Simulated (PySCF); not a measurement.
**Question.** Give a GFN2-xTB geometry of `C/C(=N/[H])OC`.

**Answer.** 
Z-matrix in Å and degrees, rows numbered from 1:
```
C 
O   1  1.4108
C   2  1.3612  1  118.28
C   3  1.4965  2  110.97  1  -179.96
N   3  1.2529  2  128.59  1     0.00
H   1  1.0881  2  105.99  3   179.91
H   1  1.0952  2  111.27  3   -61.20
H   1  1.0951  2  111.28  3    61.05
H   4  1.0874  3  109.57  2    59.56
H   4  1.0874  3  109.60  2   -58.97
H   4  1.0841  3  109.22  2  -179.78
H   5  1.0153  3  116.74  2    -0.02
```

N5 (C=N nitrogen) is bent (angle 116.7°). The 5 heavy atoms lie in one plane (0.000 Å rms). Of the pairs four or more bonds apart, C1···H12 is among the closest relative to their van der Waals radii: 2.48 Å, 85 % of the sum of Bondi's values. The 2 C–O bonds span 1.361 Å (O2–C3, drawn single) to 1.411 Å (C1–O2, drawn single), a spread of 0.050 Å.

Structure optimised with GFN2-xTB, isolated species.

Point group: Cs (every atom within 0.08 Å of its image). No GFN2-xTB frequencies stand behind this structure, so it isn't proved a minimum. One conformer, not necessarily the lowest (C1–O2–C3–C4 180°).

These are computed values.
